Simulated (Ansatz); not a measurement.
**CH₃B (triplet): wave-function methods side by side, cc-pVTZ**

One table from this session's results is given with a row withheld; the runs are named, their logs left out.

Method: cc-pVTZ, core rule «outside noble gas», up to 2 orbitals frozen; program: Ansatz 0.2.0, Gaussian basis.

To be run: UHF; CCSD(T) on ROHF; CCSD(T) on UHF; BCCD(T) on ROHF; CCSDT(Q) on ROHF; CCSDT(Q) on UHF; CASSCF and NEVPT2, 10 electrons in 11 orbitals.

3 further runs of the same task are left out: 3 set aside as unsound or not needed.

## The geometry

The geometry is a PBE0/def2-TZVP stationary point (not a proven minimum) of the parent state, kept for this charge and spin.

5 atoms, charge 0, spin multiplicity 3.

Atoms are counted from 1 here; the program's logs count them from 0.

Bond lengths: B1–C2 1.374 Å, B1–H3 1.175 Å, C2–H4 1.086 Å, C2–H5 1.086 Å. Angles: C2–B1–H3 180.0°, B1–C2–H4 122.5°, B1–C2–H5 122.5°, H4–C2–H5 115.0°.

Coordinates:

```xyz
5
CH3B
B     0.00000    0.00000    0.74547
C     0.00000    0.00000   -0.62869
H     0.00000    0.00000    1.92078
H     0.00000    0.91587   -1.21256
H     0.00000   -0.91587   -1.21256
```

Set-up of the first run:

in.yaml reads:

```yaml
crystal:
  periodic: [false, false, false]
  atoms:
    - {symbol: B, position_ang: [0.000000, 0.000000, 0.745473]}
    - {symbol: C, position_ang: [0.000000, 0.000000, -0.628685]}
    - {symbol: H, position_ang: [0.000000, 0.000000, 1.920782]}
    - {symbol: H, position_ang: [0.000000, 0.915866, -1.212565]}
    - {symbol: H, position_ang: [0.000000, -0.915866, -1.212565]}
basis:
  gaussian: {orbitals: cc-pVTZ}
magnetization: {spin_polarized: true, initial_magnetization: 2}
hamiltonian: {xc: hf}
output: {orbitals: {seedname: orbitals}}
```

Run with:

```sh
$ ansatz run in.yaml --threads 1 --pin off --events-out ev --progress --plain --max-ram 2816MiB --backend cpu
```

Steps of the session up to this table: UHF; CCSD(T) on ROHF; CCSD(T) on UHF; BCCD(T) on ROHF; CCSDT(Q) on ROHF; CCSDT(Q) on UHF; CASSCF and NEVPT2, 10 electrons in 11 orbitals.

One of the session's tables, all rows but one given; the rest of the session is left out.

| method | from UCCSDT(Q) (meV) |
| --- | --- |
| ROHF | +7271.6 |
| UHF | +7112.1 |
| RMP2 | +1032.2 |
| UMP2 | +1058.1 |
| RCCSD | +253.7 |
| UCCSD | +249.7 |
| RCCSD(T) | +31.1 |
| UCCSD(T) | +30.5 |
| BCCD(T) | +30.7 |
| RCCSDT | ? |
| UCCSDT | +7.2 |
| RCCSDT(Q) | +1.4 |
| UCCSDT(Q) | 0 |
| CASSCF valence | +4830.4 |
| NEVPT2 valence | +1085.8 |

Estimate the missing values for RCCSDT.

As computed: from UCCSDT(Q) (meV): +8.6. In the column «from UCCSDT(Q) (meV)» it lies between UCCSDT (+7.2) and UCCSD(T) (+30.5).

Caveats from the session: Restricted and unrestricted rows rest on different reference determinants; where their highest levels disagree by more than a few hundredths of an eV, they describe different states and don't form one ladder.
